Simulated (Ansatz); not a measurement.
System: N2O (charge -1, doublet). 
Coordinates optimised at B3LYP-D3(BJ)/def2-TZVP (Ansatz, a quantum-chemistry and plane-wave program):
```xyz
3

N     -1.1799    -0.1433    -0.0049
N     -0.0917     0.3388     0.0104
O      1.1126    -0.1711    -0.0048
```
Charge -1, spin multiplicity 2.

Parts of the frozen-core correlation energy in cc-pVDZ (Ansatz, hartree). Frozen orbitals: 3; correlated occupied orbitals by spin: 9 and 8; virtual: 30 and 31. UHF or UKS for open shells. Spin-orbit coupling is left out. Non-relativistic.

| term | value |
|---|---|
| reference (HF) | -183.65585 |
| MP2 opposite-spin | -0.34717 |
| MP2 same-spin | -0.13681 |
| CCSD correlation | -0.50105 |
| (T) | -0.01919 |
| CCSDT minus CCSD(T) | -0.00122 |
| T1 diagnostic | 0.043 |
| largest doubles amplitude | 0.089 |
| <S^2> of the reference | 0.847 |
